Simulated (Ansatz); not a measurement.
# doublet MgF: levels of theory in one basis

```xyz
2

Mg    0.0000    0.0000    0.0000
F     0.0000    0.0000    1.7500
```

Basis set: def2-SVP (spherical functions). Frozen core: 2 orbitals. Correlation on ROHF uses semicanonical orbitals with singles. Charge 0, multiplicity 2.

Computed with Ansatz (development build ahead of 0.2.0); each method stands on the lowest determinant of its kind that the runs found.

```json
{"method": "ROHF", "E − E(ROHF) (eV)": "0.00", "<S²> of the determinant": "0.75"}
{"method": "UHF", "E − E(ROHF) (eV)": "0.00", "<S²> of the determinant": "0.75"}
{"method": "ROHF-MP2", "E − E(ROHF) (eV)": "-5.77", "<S²> of the determinant": "–"}
{"method": "UHF-MP2", "E − E(ROHF) (eV)": "-5.77", "<S²> of the determinant": "0.75"}
```

**Question.** What does ROHF-CCSD(T) give on the same scale?

**Answer.** -5.88 eV.
